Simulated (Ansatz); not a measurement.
**C₄H₉N: a ladder of functionals and wavefunction methods**

One table from this session's results is given with a row withheld; the runs are named, their logs left out.

Method: functionals in def2-TZVPP, the program's frozen cores in correlated methods; program: Ansatz 0.2.0, Gaussian basis.

Plan: PBE-D4, r2SCAN-D4, PBE0-D4, B3LYP-D4, ωB97X-V, ωB97M-V, B2PLYP; CCSD(T)/def2-TZVPP; MP2/def2-QZVPP; extrapolation to the limit.

## Structure used throughout

An earlier PBE0-D4 in a triple-zeta def2 set relaxation fixed the geometry.

SMILES `CC(C)C=N`, 14 atoms, charge 0, spin multiplicity 1.

Atoms are counted from 1 here; the program's logs count them from 0.

Bond lengths: C1–C2 1.528 Å, C1–H6 1.093 Å, C1–H7 1.093 Å, C1–H8 1.092 Å, C2–C3 1.517 Å, C2–C4 1.505 Å, C2–H9 1.100 Å, C3–H10 1.093 Å, C3–H11 1.094 Å, C3–H12 1.092 Å, C4–N5 1.262 Å, C4–H13 1.097 Å, N5–H14 1.022 Å. Angles: C2–C1–H6 111.4°, C2–C1–H7 110.6°, C2–C1–H8 110.8°, H6–C1–H7 107.9°, H6–C1–H8 107.9°, H7–C1–H8 108.1°, C1–C2–C3 111.9°, C1–C2–C4 109.3°, C1–C2–H9 107.3°, C3–C2–C4 113.6°, C3–C2–H9 108.7°, C4–C2–H9 105.7°, C2–C3–H10 111.9°, C2–C3–H11 111.2°, C2–C3–H12 110.4°, H10–C3–H11 108.2°, H10–C3–H12 107.6°, H11–C3–H12 107.4° and more.

The first run:

Input file in.yaml:

```yaml
crystal:
  periodic: [false, false, false]
  atoms:
    - {symbol: C, position_ang: [-1.308337, 0.306682, 0.754575]}
    - {symbol: C, position_ang: [0.169383, 0.185504, 0.386964]}
    - {symbol: C, position_ang: [0.566945, -1.251598, 0.108425]}
    - {symbol: C, position_ang: [0.478151, 1.127417, -0.746112]}
    - {symbol: N, position_ang: [0.987667, 0.876106, -1.873259]}
    - {symbol: H, position_ang: [-1.585977, 1.344019, 0.956445]}
    - {symbol: H, position_ang: [-1.939396, -0.056511, -0.061078]}
    - {symbol: H, position_ang: [-1.535505, -0.281770, 1.646096]}
    - {symbol: H, position_ang: [0.751502, 0.552242, 1.244770]}
    - {symbol: H, position_ang: [1.632703, -1.343677, -0.115397]}
    - {symbol: H, position_ang: [0.004491, -1.660456, -0.736386]}
    - {symbol: H, position_ang: [0.356028, -1.879722, 0.976129]}
    - {symbol: H, position_ang: [0.205817, 2.171303, -0.549637]}
    - {symbol: H, position_ang: [1.203631, -0.118736, -1.962636]}
basis:
  gaussian: {orbitals: def2-TZVPP}
hamiltonian: {xc: pbe, dispersion: d4}
output: {forces: true, orbitals: {seedname: orbitals}}
```

Command:

```sh
> ansatz run in.yaml --threads 4 --pin off --events-out ev --progress --plain --max-ram 10444MiB
```

Steps of the session up to this table: PBE-D4 (GGA); r2SCAN-D4 (meta-GGA); PBE0-D4 (hybrid); B3LYP-D4 (hybrid); ωB97X-V (range-separated); ωB97M-V (range-separated); B2PLYP (double hybrid); CCSD(T) in def2-TZVPP; MP2 in def2-QZVPP.

One of the session's tables, all rows but one given; the rest of the session is left out.

| method | atoms, summed (eV) | atomisation energy (kJ/mol) |
| --- | --- | --- |
| PBE-D4 | -5720.175 | 5690.5 |
| r2SCAN-D4 | -5725.603 | 5562.6 |
| PBE0-D4 | -5721.864 | 5599.7 |
| B3LYP-D4 | -5729.664 | 5577.3 |
| ωB97X-V | -5727.373 | 5570.1 |
| ωB97M-V | ? | ? |
| B2PLYP | -5724.322 | 5515.1 |
| HF/def2-TZVPP | -5705.437 | 4083.9 |
| MP2/def2-TZVPP | -5715.214 | 5487.1 |
| CCSD/def2-TZVPP | -5717.873 | 5352.5 |
| CCSD(T)/def2-TZVPP | -5718.156 | 5429.0 |
| MP2/CBS | -5716.901 | 5614.7 |
| CCSD(T)/CBS | -5719.842 | 5556.6 |

Estimate the missing values for ωB97M-V.

**Answer.** atoms, summed (eV): -5725.960; atomisation energy (kJ/mol): 5579.1. In the column «atoms, summed (eV)» it lies between ωB97X-V (-5727.373) and r2SCAN-D4 (-5725.603).
